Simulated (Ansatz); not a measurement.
A nudged elastic band was laid between two geometries of CH5AlS (8 atoms, charge 0, multiplicity 1).

The calculation used RKS r2SCAN-D4/def2-SVP (Ansatz 0.2.0).

- movable images: 5
- climbing image: yes
- spring: 5.0 eV/Å²
- optimiser: quadratic models (default)
- start path: through a guess of the saddle point
- force threshold: 0.03 eV/Å
- iteration limit: 60
- end points: relaxed

Initial state:

```xyz
8
Properties=species:S:1:pos:R:3
Al -0.747 -0.315 0.498
S 0.261 -0.479 2.440
C 0.192 0.301 -1.097
H 1.231 0.619 -0.913
H -2.277 -0.732 0.514
H 1.457 -0.044 1.982
H -0.339 1.149 -1.564
H 0.222 -0.498 -1.860
```

Final state:

```xyz
8
Properties=species:S:1:pos:R:3
Al -0.310 -0.374 0.433
S 0.762 0.402 2.186
C 0.147 0.356 -1.312
H 0.529 -0.432 -1.986
H -1.408 -1.495 0.679
H 0.110 -0.385 3.071
H 0.913 1.147 -1.260
H -0.741 0.782 -1.812
```

(1) What changes between the two ends?

(2) Give the energies along the band, and the barrier.

(3) What is the geometry of the highest image?

(4) What are the harmonic wavenumbers there?

Answers

(1) No bond is made or broken.

(2) The run converged. The highest image is number 2 of 0 to 6, 29.7 kJ/mol above the first end and 30.8 kJ/mol above the last; the last end lies 1.2 kJ/mol below the first. A vibrational analysis at the climbing image gives one clearly imaginary mode, 336i cm⁻¹: a first-order saddle point.

| image | path coordinate (Å) | energy (kJ/mol) |
| --- | --- | --- |
| 0 | 0.00 | 0.0 |
| 1 | 0.96 | 6.8 |
| 2 | 1.92 | 29.7 |
| 3 | 2.73 | 13.0 |
| 4 | 3.54 | -0.1 |
| 5 | 4.36 | -0.5 |
| 6 | 5.17 | -1.2 |

(3) 
```xyz
8
Properties=species:S:1:pos:R:3
Al -0.618 -0.259 0.480
S 0.258 0.453 2.401
C 0.174 0.298 -1.209
H 1.275 0.220 -1.197
H -1.907 -1.187 0.537
H 1.070 -0.630 2.452
H -0.047 1.367 -1.387
H -0.205 -0.263 -2.078
```

(4) 336i, 34, 168, 338, 442, 528, 597, 650, 677, 764, 1201, 1415, 1417, 1928, 2681, 3018, 3108, 3138 cm⁻¹.

Time of the run: 110 s on 2 threads of Intel(R) Xeon(R) Platinum 8259CL CPU @ 2.50GHz (Skylake/Cascade Lake) (shared host), peak memory 0.17 GiB.
